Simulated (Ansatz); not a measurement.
**VAgCl3: from a trial structure to a relaxed crystal**

The calculation used DFT PBE, scalar-relativistic, plane waves, PAW in Ansatz 0.2.0. Cutoff 420 eV, Γ-centred k mesh, Gaussian smearing, collinear spin, first started from parallel moments.

The start puts VAgCl3 on the hexagonal perovskite (2H) structure type (P6_3/mmc, No. 194), with V in place of Ba, Ag in place of Ni, Cl in place of O, at a guessed volume.

```yaml
crystal:
  lattice:
    - [6.71339, 0.00000, 0.00000]
    - [-3.35669, 5.81396, 0.00000]
    - [0.00000, 0.00000, 5.73559]
  atoms:
    - { symbol: V, position: [0.33333, 0.66667, 0.75000] }
    - { symbol: V, position: [0.66667, 0.33333, 0.25000] }
    - { symbol: Ag, position: [0.00000, 0.00000, 0.50000] }
    - { symbol: Ag, position: [0.00000, 0.00000, 0.00000] }
    - { symbol: Cl, position: [0.14600, 0.29200, 0.25000] }
    - { symbol: Cl, position: [0.85400, 0.14600, 0.75000] }
    - { symbol: Cl, position: [0.85400, 0.70800, 0.75000] }
    - { symbol: Cl, position: [0.14600, 0.85400, 0.25000] }
    - { symbol: Cl, position: [0.70800, 0.85400, 0.25000] }
    - { symbol: Cl, position: [0.29200, 0.14600, 0.75000] }
```

Steps on the 3×3×4 mesh (10 atoms). 10 of 10 steps are shown, and the free energy counts from the last. Trial steps that were taken back and renewals of the plane-wave basis can be among the rows.

```csv
step,ΔF (meV/atom),V (Å³/atom),P (GPa),largest force component (eV/Å)
1,1073.5,22.39,26.03,7.604
2,367.4,23.47,7.80,2.893
3,193.4,22.14,4.36,0.880
4,152.0,22.67,1.61,0.186
5,121.3,23.19,-0.25,0.027
6,44.8,22.99,-0.77,0.106
7,6.4,22.51,0.27,0.043
8,4.4,22.65,0.56,0.072
9,2.2,22.78,-0.05,0.036
10,0.0,22.78,0.15,0.036
```

A final relaxation ran on a 6×6×8 mesh. The relaxed crystal, P6_3/mmc (No. 194):

Space group P6_3/mmc (No. 194). a = 7.503 Å, b = 7.503 Å, c = 4.696 Å, α = 90.00°, β = 90.00°, γ = 120.00°
```csv
atom,site,symmetry,x,y,z
V,2d,-6m2,0.3333,0.6667,0.7500
Ag,2a,-3m.,0.0000,0.0000,0.5000
Cl,6h,mm2,0.1966,0.3932,0.2500
```

- Volume per atom: 22.90 Å³
- Density: 3.85 g/cm³
- Energy over the elements: -0.133 eV/atom
- Gap on the 6×6×8 mesh: 0.20 eV
- Net moment per atom: 0.60 μB
- Largest site moment: 2.82 μB

Energies over the elements count from the elements' standard structures at the same level (Cl₂ as a molecule), with no empirical corrections.

The final run used a 6×6×8 mesh on its 10-atom cell and 0.01 eV smearing.

A structure relaxed within its symmetry needn't be a true minimum.

Cost: 3 runs of about 12 core-minutes in all, on Arm Neoverse V2 (shared hosts).